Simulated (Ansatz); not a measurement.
Active spaces for C3H3N, singlet

Computed with Ansatz's Gaussian-basis code (development build). Basis cc-pVTZ, nonrelativistic, 4 orbitals frozen in the corrections. State-specific CASSCF; RHF is the lowest restricted (open-shell) Hartree–Fock solution met. Letters tell apart solutions met in one space. No symmetry is imposed, so a solution can break that of the shape. The lowest solution met needn't be the lowest there is, nor hold the orbitals that a chemist would pick. On stretched bonds single-reference methods can fail or change state.

Geometry:

```xyz
7

C    -0.1778   -1.8025    0.0000
C     0.6435   -0.5775    0.0000
C     0.0000    0.8605    0.0000
H    -1.3697   -1.7580    0.0000
H     0.3366   -2.8780    0.0000
H     1.8368   -0.6293    0.0000
N    -0.5140    2.0546    0.0000
```

CASSCF less RHF, in eV, and natural occupations:

```json
{"CAS": "(4,4) a", "CASSCF": "-2.652", "occupations": "1.91, 1.91, 0.09, 0.09"}
{"CAS": "(4,4) b", "CASSCF": "-1.952", "occupations": "1.91, 1.85, 0.16, 0.09"}
```

Q: What totals less RHF do the corrections give on each solution?

A: 

```
    CAS  SC-NEVPT2
(4,4) a    -18.514
(4,4) b    -18.897
```

Q: In CAS(4,4), is the solution lowest in CASSCF also lowest after SC-NEVPT2?

A: No: (4,4) b is lowest after SC-NEVPT2, 0.38 eV under (4,4) a, which leads in CASSCF.

Q: How do single-reference totals in the same basis and frozen core stand against SC-NEVPT2 in CAS(4,4) a?

A: CCSD(T) -1.910 eV. Coupled cluster stands on the determinant that it favours, which can lie over the RHF solution above, and is in doubt where the occupations are far from 0, 1 and 2.

Q: Roughly how much CPU time does a whole run from the default start take (median of such runs, summed over threads; nearly all runs on one pinned thread of a shared server, mostly Xeon at 2.3 to 2.6 GHz, by a development driver)?

A: CAS(4,4) b: about 40 s. Other jobs ran beside these, and the count of passes differs.
